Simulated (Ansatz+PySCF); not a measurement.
A calculation with Ansatz (development build ahead of 0.2.0).

```yaml
crystal:
  periodic: [false, false, false]
  atoms:
    - { symbol: O, position_ang: [0.0, 0.36624, 0.0] }
    - { symbol: H, position_ang: [0.0, -0.18312, -0.78463] }
    - { symbol: H, position_ang: [0.0, -0.18312, 0.78463] }
basis:
  gaussian: { orbitals: cc-pVTZ }
total_charge: 1
magnetization:
  initial_magnetization: 1
hamiltonian:
  xc: hf
correlation:
  method: mp2
  frozen_orbitals: { H: 0, O: 1 }
output:
  forces: true
```

The input is written out in the form of the current development build from the run's settings. Correlation on restricted open-shell orbitals is semicanonical, with singles.

Output:

```json
{
  "Converged": "yes",
  "Reference energy": "-75.65221 hartree",
  "Correlation energy": "-0.20192 hartree",
  "Total energy": "-75.85413 hartree",
  "Spin squared of the determinant": "0.750",
  "Stability test": "minimum among restricted orbitals",
  "Occupied orbitals by symmetry in an Abelian subgroup (alpha; beta)": "3 A1 1 B1 1 B2; 3 A1 1 B2"
}
```

Forces (eV/Å):
```tsv
atom	Fx	Fy	Fz
O1	0.000	2.177	0.000
H2	0.000	-1.089	-1.602
H3	0.000	-1.089	1.602
```
